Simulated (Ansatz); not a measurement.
Input for Ansatz (an electronic-structure program): R-CCSD(T)/aug-cc-pVQZ on H2 (SMILES [H][H]).

Ansatz 0.2 input:
```yaml
crystal:
  periodic: [false, false, false]
  atoms:
    - {symbol: H, position_ang: [0.00000000, 0.00000000, 0.00000000]}
    - {symbol: H, position_ang: [0.74187646, 0.00000000, 0.00000000]}
basis:
  gaussian:
    orbitals: aug-cc-pVQZ
magnetization: {spin_polarized: false}
correlation: {method: ccsd_t, electrons: outside_noble_gas}
scf: {lower_state_search: off}
```

Program output:

```
WARN ansatz: RAYON_NUM_THREADS=1 ignored (pool sized by the plan → 1); use --threads N
Functional definition: HF
these checks for a lower state are left out or cut short: stability, starts, cluster_reference, orbital_swaps, neighbouring_geometries, increment
integrals: 0.08 GiB planned
522 factors; integrals over basis functions are off by at most 6.3e-4 eV
mean field: 0.09 GiB planned
mean field evaluation 1: about -30.7517 eV, gradient 3.6e0 eV
mean field evaluation 2: about -30.7517 eV, gradient 3.6e0 eV
mean field evaluation 4: about -30.8430 eV, gradient 7.0e-2 eV
mean field evaluation 8: about -30.8431 eV, gradient 2.0e-7 eV
mean field -30.84307481 eV, -1.1334620930 hartree, gradient 2.0e-7 eV, S^2 0.000000; 0 other end points of the search recorded, 0 dependent functions left out
reference -30.84307481 eV, -1.1334620930 hartree; 1, 1 occupied and 91, 91 virtual orbitals, 522 factors
second order -0.90495060 eV of doubles, -0.00000000 eV of singles
coupled cluster: 0.20 GiB planned
cycle   1  -1.03268499 eV  change   -1.3e-1 eV  update   2.5e-2
cycle   2  -1.09959649 eV  change   -6.7e-2 eV  update   9.1e-3
cycle   3  -1.09913574 eV  change    4.6e-4 eV  update   1.1e-3
cycle   4  -1.09953040 eV  change   -3.9e-4 eV  update   2.4e-4
cycle   5  -1.09949760 eV  change    3.3e-5 eV  update   3.6e-5
cycle   6  -1.09948618 eV  change    1.1e-5 eV  update   6.9e-6
cycle   7  -1.09948649 eV  change   -3.2e-7 eV  update   1.5e-6
perturbative correction -0.00000000 eV, -0.0000000000 hartree
Total energy: -31.94256130 eV, -1.1738674764 hartree
Checks for a lower state left out: stability, starts, cluster_reference, orbital_swaps, neighbouring_geometries, increment
```

The calculation finished and met its thresholds.

Cost: roughly 0.8 core-seconds.
